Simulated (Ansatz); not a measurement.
BCGe⁺, triplet: the ladder up to UCCSDT(Q)

Geometry: that of the BCGe, quartet, kept fixed.

```xyz
3

B     0.0000    0.0000    1.5643
C     0.0000    0.0000    0.1671
Ge    0.0000    0.0000   -1.7314
```

Basis cc-pVDZ; Ansatz 0.2.0. Only valence electrons are correlated (noble-gas cores and the filled d shells of p-block atoms frozen), which leaves 10 electrons in 39 orbitals. Prefix R: restricted or restricted open-shell reference; prefix U: unrestricted. Active spaces: frontier = (10e, 10o) about the gap. No spin–orbit coupling is included, and no scalar relativity.

Full CI isn't at hand for all of this; UCCSDT(Q) serves as the reference, and is uncertain by the last step of the cluster series or more. The frozen core follows each run's orbitals, which can shift R against U totals by a few meV for light atoms and by up to 0.1 eV past Ca.

The UHF ⟨S²⟩ is 2.068. The T1 diagnostic (RCCSD) is 0.0292 and the largest doubles amplitude (RCCSD) is 0.064. The T1 diagnostic (UCCSD) is 0.0278.

```csv
level,E − E(UHF) (eV)
UMP2,-5.2326
UCCSD,-6.0620
UCCSD(T),-6.3639
```

Question: Estimate how far UCCSDT(Q) in cc-pVDZ lies from UCCSD(T). The table doesn't fix it; the size of (T) and the diagnostics are the guide.

Answer: UCCSDT(Q) in cc-pVDZ lies 3.17 mEh below UCCSD(T), which is 29 % of the (T) step (-11.09 mEh). The diagnostics give no warning, yet the rest is a sizeable part of (T). The miss exceeds 1 kcal/mol.

The other levels:

| level | E − E(UCCSDT(Q)) (mEh) | wall time |
| --- | --- | --- |
| UCCSDT | 1.09 | – |

Run but not shown, since their state, orbitals or frozen core can't be matched to the reference's or they repeat it: RHF, RMP2, CISD, RCCSD, RCCSD(T), BCCD(T), RCCSDT, RCCSDT(Q), CASSCF (frontier space), MRCISD (frontier space), MRCISD+Q (frontier space).
